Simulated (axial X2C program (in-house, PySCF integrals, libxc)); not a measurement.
## Excited states of MgCl⁻ by EOM-EE-CCSD

Calculated with an axial X2C code built on PySCF integrals: two-component X2C with atomic mean-field Coulomb and Gaunt terms, Gaussian nuclei, basis Cl dyall-av3z, Mg dyall-acv3z with contracted cores.

R = 2.387 Å (near the PBE0 minimum at charge -1 of the determinant lowest at the starting distance; the state shown can have its own minimum elsewhere).

Hartree–Fock spinors of MgCl⁻ (one of each Kramers pair; a window near the gap, which can cut inner shells):

```
  ω  occupied  ε (eV)                    character
1/2       yes  -23.18   80% Cl s, 7% Mg d, 6% Mg p
1/2       yes   -7.84   85% Cl p, 7% Mg s, 4% Mg p
1/2       yes   -6.90   89% Cl p, 5% Mg d, 4% Mg f
3/2       yes   -6.81   89% Cl p, 5% Mg d, 4% Mg f
1/2       yes   -1.39  69% Mg s, 18% Mg p, 7% Cl p
1/2        no    2.43                    100% Mg p
3/2        no    2.43                    100% Mg p
1/2        no    2.43                     99% Mg p
1/2        no    3.07                     96% Mg s
1/2        no    4.73   93% Mg p, 3% Mg d, 2% Cl p
3/2        no    4.73   93% Mg p, 3% Mg d, 2% Cl p
```

Vertical excitation energies from the closed-shell determinant state of MgCl⁻:

```csv
Ω,excitation (eV),cm⁻¹,hole of the leading pair,particle of the leading pair,weight of the pair (for Ω = 0 its time-reversed partner can hold as much again),singles weight
0⁻,1.557,12556,"69% Mg sσ, 18% Mg pσ, 7% Cl pσ",89% Mg pπ,0.48,0.97
0⁺,1.557,12556,"69% Mg sσ, 18% Mg pσ, 7% Cl pσ",89% Mg pπ,0.48,0.97
1,1.559,12576,"69% Mg sσ, 18% Mg pσ, 7% Cl pσ",89% Mg pπ,0.48,0.96
2,1.562,12597,"69% Mg sσ, 18% Mg pσ, 7% Cl pσ",89% Mg pπ,0.96,0.96
1,1.934,15595,"69% Mg sσ, 18% Mg pσ, 7% Cl pσ","54% Mg pσ, 43% Mg sσ",0.95,0.95
0⁻,1.934,15595,"69% Mg sσ, 18% Mg pσ, 7% Cl pσ","54% Mg pσ, 43% Mg sσ",0.48,0.95
1,2.015,16251,"68% Mg sσ, 19% Mg pσ, 7% Cl pσ",99% Mg pπ,0.47,0.93
0⁺,2.068,16676,"68% Mg sσ, 19% Mg pσ, 7% Cl pσ","84% Mg pσ, 14% Mg sσ",0.46,0.92
0⁻,2.199,17736,"68% Mg sσ, 19% Mg pσ, 8% Cl pσ","53% Mg sσ, 44% Mg pσ",0.47,0.94
1,2.199,17736,"68% Mg sσ, 19% Mg pσ, 8% Cl pσ","53% Mg sσ, 44% Mg pσ",0.94,0.94
```

This point took 21 s on 1 thread of Arm Neoverse V1, with other jobs on the host.

Reference electrons by ω block (each with its −ω partner): 1/2: 12, 3/2: 3. 10 electrons of MgCl⁻ correlated (inner shells frozen), 88 natural virtual spinors (a truncated set); levels can be off by some tenths of an eV. Roots sought by Ω: (0: 5, 1: 4, 2: 3, 3: 1); rows need 60 % singles weight and stop where some Ω has no more roots. Missing are any skipped roots, higher Ω and states of a further excitation; these come out far too high here and may in truth be low or lowest. T1 of the reference 0.015 (Lee–Taylor). The highest Hartree–Fock level of the anion lies at -1.39 eV; relaxation, partly offset by correlation, puts the detachment threshold some tenths of an eV to over one eV lower in magnitude, and states above it are held by the basis set and are not bound; that holds for every row here. Number of frozen shells: Cl 2 s, 1 p; Mg 2 s, 1 p.
